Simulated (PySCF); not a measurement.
# XPS shifts beside NMR shieldings

C₃H₇FN (charge +1).
Structure used (PBE0-D3(BJ)/def2-SVP), in Å, numbered top down from 1:
```
atom  x, y, z in Å
C1     1.5913   -1.1126    0.7773
C2     0.9654   -0.0617    0.2687
F3     1.5632    0.8012   -0.5693
C4    -0.4411    0.3671    0.5081
N5    -1.1050    0.5920   -0.8226
H6     2.6467   -1.2868    0.5574
H7     1.0682   -1.8029    1.4405
H8    -1.0174   -0.3771    1.0711
H9    -0.4785    1.3320    1.0381
H10   -0.4977    1.1928   -1.4015
H11   -2.0212    1.0502   -0.7377
H12   -1.2346   -0.2891   -1.3385
```

Binding energies: delta-SCF UKS SCAN, pcX-2 on the ionised atom, pcseg-1 elsewhere, spin-free X2C (PySCF 2.14.0). Shieldings: GIAO HF/pcSseg-2, non-relativistic, same geometry.

```json
{"atom": "C1", "C 1s (eV)": "295.27"}
{"atom": "C2", "C 1s (eV)": "298.03"}
{"atom": "C4", "C 1s (eV)": "298.48"}
```

Question: What are the absolute isotropic shieldings of these atoms?

Answer: 
```
atom                   environment  C 1s (eV)  isotropic shielding (ppm)
  C1          terminal =CH2 carbon     295.27                       73.7
  C2            vinylic C–F carbon     298.03                       36.0
  C4  sp3 carbon bound to nitrogen     298.48                      145.8
```

Question: Among the listed atoms, is the one with the highest binding energy also the least shielded?

Answer: No. The highest binding energy is at C4 (298.48 eV, shielding 145.8 ppm), the lowest shielding at C2 (36.0 ppm, 298.03 eV).

By binding energy: C1 < C2 < C4. By shielding: C2 < C1 < C4.

The species carries charge +1, so core ionisation leaves charge +2. The structure is a single PBE0-D3(BJ)/def2-SVP conformer in the gas phase; no vibrational or solvent corrections.
